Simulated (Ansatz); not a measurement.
# AlNaH (doublet): wave-function methods side by side at angle Na2–Al1–H3 = 106.3°, cc-pVDZ

An exercise on one series of results from a longer session: the logs are not shown, and one member is left open.

Program: Ansatz 0.2.0, Gaussian basis. Level of theory: cc-pVDZ, core rule «outside noble gas», up to 10 orbitals frozen. These are calculated values, not measurements.

The runs, in order: UHF; CCSD(T) on ROHF; CCSD(T) on UHF; BCCD(T) on ROHF; CISD as a restricted active space (open shells left free, so some higher excitations enter); CCSDT(Q) on ROHF; CCSDT(Q) on UHF; CASSCF and MRCISD+Q, 3 electrons in 3 orbitals; CASSCF and NEVPT2, 3 electrons in 3 orbitals; Full CI.

28 further runs of the same task are left out: 16 for a known fault of the program, 7 that didn't finish, 5 set aside as unsound or not needed. Runs told in other sessions of the task aren't counted.

### The system

The geometry derives from a PBE0/def2-TZVP stationary point (not a proven minimum). One angle is set to the value named; bond lengths are kept.

3 atoms, charge 0, spin multiplicity 2.

Atoms are counted from 1 here; the program's logs count them from 0.

Bond lengths: Al1–H3 1.640 Å.

Set-up of the first run:

Input file in.yaml:

```yaml
crystal:
  periodic: [false, false, false]
  atoms:
    - {symbol: Al, position_ang: [0.000000, -0.297088, 1.299684]}
    - {symbol: Na, position_ang: [0.000000, 0.298101, -1.615918]}
    - {symbol: H, position_ang: [0.000000, 1.153456, 2.065693]}
basis:
  gaussian: {orbitals: cc-pVDZ}
magnetization: {spin_polarized: true, initial_magnetization: 1}
hamiltonian: {xc: hf}
output: {orbitals: {seedname: orbitals}}
```

Run with:

```bash
> ansatz run in.yaml --threads 1 --pin off --events-out ev --progress --plain --max-ram 2393MiB
```

Steps of the session up to this table: UHF; CCSD(T) on ROHF; CCSD(T) on UHF; BCCD(T) on ROHF; CISD as a restricted active space (open shells left free, so some higher excitations enter); CCSDT(Q) on ROHF; CCSDT(Q) on UHF; CASSCF and MRCISD+Q, 3 electrons in 3 orbitals; CASSCF and NEVPT2, 3 electrons in 3 orbitals; Full CI.

One of the session's tables, all rows but one given; the rest of the session is left out.

```
   method  from FCI (meV)
     ROHF         +2364.2
      UHF         +2212.0
     RMP2          +680.5
     UMP2          +714.2
     CISD          +156.4
    RCCSD           +76.1
    UCCSD           +70.1
 RCCSD(T)           +21.7
 UCCSD(T)               ?
  BCCD(T)           +21.7
   RCCSDT            +2.2
   UCCSDT            +1.7
RCCSDT(Q)            +0.5
UCCSDT(Q)            +0.1
      FCI               0
```

**Question.** Estimate the row for UCCSD(T).

As computed: from FCI (meV): +21.5. In the column «from FCI (meV)» it lies between RCCSDT (+2.2) and RCCSD(T) (+21.7).

Left out of the table: CASSCF pair, NEVPT2 pair, MRCISD pair, MRCISD+Q pair (the active space lost an orbital or holds another state than full CI finds).

Caveats from the session: Levels on UHF freeze UHF's core orbitals, full CI those of ROHF, so the U rows can settle a little off it for that reason alone. Restricted and unrestricted rows rest on different reference determinants; a gap between their highest levels can come from leftover correlation error, from unlike frozen cores or from another state. Warnings in the runs' records: passed over end.
